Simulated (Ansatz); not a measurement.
## Structure relaxation of Ni3Br2

These are results of Ansatz, DFT PBE, scalar-relativistic, plane waves, PAW, not measurements.

Ni3Br2 was placed on the anti-A-type sesquioxide structure type (P-3m1, No. 164), with Br in place of La, Ni in place of O, at a guessed volume.

The final relaxation ran on this input, with the default PAW datasets:

```yaml
crystal:
  lattice:
    - [3.4364373544, 0.0, 0.0]
    - [-1.7182186772, 2.9760420474, 0.0]
    - [0.0, 0.0, 8.6390786329]
  atoms:
    - { symbol: Ni, position: [0.0, 0.0, 0.0], spin: 0.94 }
    - { symbol: Ni, position: [0.3333333333, 0.6666666667, 0.5738255103], spin: 0.94 }
    - { symbol: Ni, position: [0.6666666667, 0.3333333333, 0.4261744897], spin: 0.94 }
    - { symbol: Br, position: [0.3333333333, 0.6666666667, 0.1835200071] }
    - { symbol: Br, position: [0.6666666667, 0.3333333333, 0.8164799929] }
basis:
  ecutwfc: 420
kpoints:
  mp_grid: { grid: [12, 12, 6] }
hamiltonian:
  xc: pbe
scf:
  occupations: { method: gaussian, width: 0.1 }
output:
  forces: true
  stress: true
  eigenvalues: true
  populations: true
magnetization:
  spin_polarized: true
relax:
  adjacent_minimum: "off"
  f_tol: 0.01
  max_steps: 80
  cell: { stress_tol: 0.05 }
```

Launched as:

```bash
ansatz run input.yaml --threads 1 --pin off --max-ram 2560MiB --backend cpu --events-out ev --progress --plain --runs-dir out
```

Time: 3.5 min on 1 thread of Arm Neoverse V1, on a shared host, peak memory 0.77 GiB.

The program printed at the end:

```
--- Forces (eV/Å), atoms counted from 1 ---
  atom   1  Ni     0.00000000     0.00000000     0.00000000
  atom   2  Ni     0.00000000     0.00000000    -0.00836468
  atom   3  Ni     0.00000000     0.00000000     0.00836468
  atom   4  Br     0.00000000     0.00000000    -0.00939540
  atom   5  Br     0.00000000     0.00000000     0.00939540
  max |Σ_I F_I| component: 1.85e-17 eV/Å
--- Stress (GPa, compression-positive) ---
       -0.004919       0.000000       0.000000
        0.000000      -0.004919       0.000000
        0.000000       0.000000       0.001277
  P = ⅓ Tr σ = -0.0029 GPa (-0.029 kbar)
  k-point 0 ↑: bands = ["-93.0912", "-92.8681", "-92.8348", "-53.6079", "-53.4684", "-53.4684", "-53.3244", "-53.3244", "-53.2455", "-53.2373", "-53.2373", "-53.1780", "-6.7699", "-6.2836", "2.8285", "5.4405", "6.4089", "6.5465", "6.5465", "7.6260", "7.6260", "7.7029", "7.7029", "8.0388", "8.4760", "8.4760", "8.6061", "8.6366", "8.6366", "9.2799", "9.2799", "9.5081", "9.5081", "9.5830", "10.1326", "10.1326", "13.8483", "14.3221", "16.1075", "18.2444", "18.4037", "18.4037", "19.8810"]
  k-point 1 ↑: bands = ["-93.0912", "-92.8681", "-92.8348", "-53.6079", "-53.4684", "-53.4684", "-53.3244", "-53.3244", "-53.2455", "-53.2373", "-53.2373", "-53.1780", "-6.7673", "-6.2871", "2.9120", "5.0159", "6.5405", "6.5405", "6.8467", "7.6244", "7.6244", "7.7522", "7.7522", "8.0305", "8.4699", "8.4699", "8.5372", "8.5372", "8.5971", "9.3503", "9.3503", "9.5262", "9.5262", "9.6282", "10.1090", "10.1090", "13.1542", "14.7492", "16.3549", "18.2836", "18.3484", "18.3484", "19.9788"]
  k-point 2 ↑: bands = ["-93.0912", "-92.8681", "-92.8348", "-53.6078", "-53.4684", "-53.4684", "-53.3244", "-53.3244", "-53.2455", "-53.2373", "-53.2373", "-53.1780", "-6.7618", "-6.2943", "3.1382", "4.4149", "6.5290", "6.5290", "7.4532", "7.6235", "7.6235", "7.8853", "7.8853", "7.9927", "8.3117", "8.3117", "8.4801", "8.4801", "8.5712", "9.4263", "9.4263", "9.6076", "9.6076", "9.7613", "10.0482", "10.0482", "12.3368", "14.9660", "16.9146", "18.2530", "18.2530", "18.3656", "20.1516"]
  k-point 99 ↓: bands = ["-91.9451", "-91.8481", "-91.8481", "-52.4249", "-52.3857", "-52.3857", "-52.3514", "-52.3327", "-52.3327", "-52.2310", "-52.2186", "-52.2186", "-5.3802", "-5.3802", "4.2476", "4.5276", "4.5276", "5.1726", "5.7073", "5.7073", "8.4417", "8.6845", "8.6845", "8.9164", "9.1593", "9.1593", "9.3397", "9.5559", "9.5559", "9.7744", "9.9953", "9.9953", "10.2941", "10.6982", "10.6982", "12.4436", "12.4436", "12.7569", "14.3271", "16.4572", "16.4572", "17.9296", "17.9296"]
--- Relaxed structure (2 steps of the walk, 2 accepted, 1 SCFs on fresh bases) ---
  F+E_penalty+E_count = -23083.44662001 eV   max|allowed force component| = 9.395e-3 eV/Å   (the final SCF, on the basis selected at the relaxed cell)
  cell:  # Å, volume = 88.4076 Å³
    - [3.437316, 0.0, 0.000000]
    - [-1.718658, 2.976803, 0.000000]
    - [0.000000, 0.000000, 8.640120]
  atoms:
    - { symbol: Ni, position: [0.000000, 0.000000, 0.000000] }
    - { symbol: Ni, position: [0.333333, 0.666667, 0.573791] }
    - { symbol: Ni, position: [0.666667, 0.333333, 0.426209] }
    - { symbol: Br, position: [0.333333, 0.666667, 0.183230] }
    - { symbol: Br, position: [0.666667, 0.333333, 0.816770] }
--- Löwdin populations: 5 sites ---
  site symbol q [e]    m [muB]
     0     Ni     17.4280     0.9073
     1     Ni     17.7062     0.8117
     2     Ni     17.7062     0.8117
     3     Br      7.2910     0.1638
     4     Br      7.2910     0.1638
  spilling = 0.008492 (of n_electrons = 68.000000)
```

Absolute energies hang on the potentials; compare differences alone.

The result has space group P-3m1 (No. 164). Ni on Wyckoff site a (1 atom of the primitive cell) is coordinated by 6 Br at 2.54 Å; around Ni on Wyckoff site d (2 atoms of the primitive cell) lie 3 Ni at 2.36 Å; Br is coordinated by 3 Ni at 2.54 Å and 3 Ni at 2.89 Å.

Against the elements it lies at 0.42 eV/atom. Formation energies are uncorrected and refer to the elements' standard structures at the same level.

The k mesh leaves about 4 meV/atom of noise in metals.

Symmetry constrained the relaxation, so the result can be a saddle point.